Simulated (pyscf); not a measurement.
AsH₃ + BH [singlet] → HB=AsH + H₂, a concerted two-bond exchange (singlet surface; As–H, As–H broken, As–B, H–H formed). Single points on ωB97X-D3(BJ)/def2-SVP structures (PySCF, gas phase). Energies in kJ/mol from the separated reactants.

AM1 to PM7: differences of heats of formation from MOPAC, which are fitted to 298 K values and so differ in kind from electronic energies by zero-point and thermal terms. 

In single points PM7 puts the saddle at -101.5 kJ/mol and the reaction energy at -266.0 kJ/mol. Should these be trusted to within a few kcal/mol? Compare with ωB97M-D3(BJ)/def2-TZVP.

ωB97M-D3(BJ)/def2-TZVP gives ΔE‡ = 99.8 kJ/mol and ΔE = -242.2 kJ/mol. PM7 lies 201.4 kJ/mol under it in the barrier and 23.7 kJ/mol under it in the reaction energy, so on this step it does not hold to within 12.6 kJ/mol. At PM7 this geometry lies under one side, so its ΔE‡ may be no barrier of that level. ωB97M-D3(BJ)/def2-TZVP has limits of its own. On the reactant side the descent ends in an adduct with a As–B contact, 59.6 kJ/mol under the separated species and 152.9 kJ/mol under the saddle at ωB97X-D3(BJ)/def2-TZVP. On the product side the descent ends in an adduct with a B–H contact (not fully relaxed), 2.1 kJ/mol under the separated species and 341.0 kJ/mol under the saddle at ωB97X-D3(BJ)/def2-TZVP. What is counted as formed (As–B) is already present as a longer contact in the reactant adduct; forming that adduct is a step of its own. HB=AsH is closed by a dative B–H contact. This is the saddle that the search found; another between the same sides may lie lower. In the def2 sets elements up to Kr have no core potential.
